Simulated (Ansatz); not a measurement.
A run of Ansatz (development build ahead of 0.2.0) on triplet CH3Cl at this shape:

```xyz
5

C     0.0686   -1.0086   -0.4814
Cl   -0.0643    0.5972    0.2850
H     0.0651   -0.8797   -1.5588
H     0.9967   -1.4700   -0.1603
H    -0.7786   -1.6116   -0.1716
```

Its results:

| Property | Result |
| --- | --- |
| Converged | yes |
| Reference energy | -498.89538 hartree |
| Correlation energy | -0.34342 hartree |
| Total energy | -499.23881 hartree |
| Spin squared of the determinant | 2.019 |
| Stability test | minimum |

Forces (eV/Å):
```tsv
atom	Fx	Fy	Fz
C1	1.245	-6.398	-3.519
Cl2	-0.721	7.015	3.439
H3	-0.209	-0.104	-0.232
H4	0.059	-0.275	0.167
H5	-0.375	-0.238	0.146
```

(1) Which input gives this output? Name the method, the orbitals and the basis set, and write the input.

Results:

(1) UHF-MP2 in def2-TZVP.

```yaml
crystal:
  periodic: [false, false, false]
  atoms:
    - { symbol: C, position_ang: [0.06859, -1.00858, -0.4814] }
    - { symbol: Cl, position_ang: [-0.06433, 0.59724, 0.28501] }
    - { symbol: H, position_ang: [0.0651, -0.87971, -1.55884] }
    - { symbol: H, position_ang: [0.99673, -1.47003, -0.16035] }
    - { symbol: H, position_ang: [-0.77863, -1.61164, -0.17157] }
basis:
  gaussian: { orbitals: def2-TZVP }
magnetization:
  spin_polarized: true
  initial_magnetization: 2
hamiltonian:
  xc: hf
correlation:
  method: mp2
  frozen_orbitals: { C: 1, Cl: 5, H: 0 }
output:
  forces: true
```

Caution: another spin multiplicity may lie lower; the determinant breaks the point group.
